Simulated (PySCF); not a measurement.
**Level of theory and proton affinities: N,N-dimethylisopropylamine**

Structure: `CC(C)N(C)C` (C5H13N). Optimised structure (Å), atoms numbered from 1:
```
C     0.9755   -0.8238    1.1077
C     0.7189    0.3341    0.1386
C     1.6420    0.2576   -1.0716
N    -0.6733    0.4908   -0.2702
C    -1.2652   -0.6376   -0.9398
C    -1.5302    1.0297    0.7508
H     2.0159   -0.8079    1.4665
H     0.3191   -0.7689    1.9897
H     0.8097   -1.7987    0.6224
H     0.9649    1.2706    0.6698
H     1.5316   -0.6952   -1.6132
H     2.6945    0.3313   -0.7593
H     1.4220    1.0777   -1.7701
H    -2.2217   -0.3361   -1.3963
H    -0.6160   -0.9941   -1.7523
H    -1.4803   -1.5031   -0.2735
H    -2.5014    1.3126    0.3134
H    -1.7438    0.3296    1.5907
H    -1.0814    1.9387    1.1808
```

All levels share the PBE0-D3(BJ)/def2-SVP structures and the PBE0-D3(BJ)/def2-SVP thermal terms; only the single-point energies (PySCF) change. Values are proton affinities (298 K, kJ/mol).

Measured (NIST Chemistry WebBook): proton affinity (−ΔH) 971 kJ/mol.

```csv
level,N4,time
LDA/aug-cc-pVDZ (grid 3),932,80 s
"M06-L/6-311+G** (grid 3, guess 1e, max cycle 100, fallback True)",963,3.6 min
ωB97X-D3(BJ)/def2-TZVP,980,–
```

Times are wall times for all single points of a level on 1 thread of Arm Neoverse V2, a shared host; the dash marks the run that also made the structures. LDA, M06-L ran on a slower path of this set-up, which computes the density-fitting integrals anew in every SCF cycle while the other levels store them. So the times needn't show the usual order of cost, and those levels read slower than they are.

The spread: 48 kJ/mol, from 932 to 980.
